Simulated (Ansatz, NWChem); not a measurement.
Strength of the N–C bond: C4H9N → C3H6N + CH3

Species: C4H9N `C=CN(C)C`, singlet; C3H6N `C=C[N]C`, doublet; CH3 `[CH3]`, doublet. 

Shapes, held fixed at every level: PBE0-D4/def2-TZVP. Flexible molecules stand in one conformer, not always the lowest. Programs: Ansatz 0.2.0, NWChem 7.3.0. The zero-point and thermal change to 298 K, harmonic and unscaled (PBE0-D4/def2-TZVP), is -26.8 kJ/mol.

Problem. Estimate ΔH(298 K) of this reaction.

Solution. B2PLYP/def2-TZVPP gives ΔH(298 K) = +273.9 kJ/mol; the levels span +131.1 to +291.3. The median of the levels is +273.9. Hartree–Fock misses the correlation of the pair that is broken and comes out low. No measured value is set beside it here. Spin contamination: C3H6N (⟨S²⟩ up to 0.96). Open shells run unrestricted unless RO is named.

```csv
level,kind,ΔH(298 K) (kJ/mol)
HF/def2-TZVPP,Hartree–Fock,+131.1
B3LYP/6-31G* (spherical functions),global hybrid,+261.5
PBE0-D4/def2-TZVPP,global hybrid,+281.3
r2SCAN0-D4/def2-TZVPP,global hybrid,+251.6
wB97M-V/def2-TZVPP,range-separated hybrid,+291.3
wB97X-V/def2-TZVPP,range-separated hybrid,+289.9
B2PLYP/def2-TZVPP,double hybrid,+273.9
```
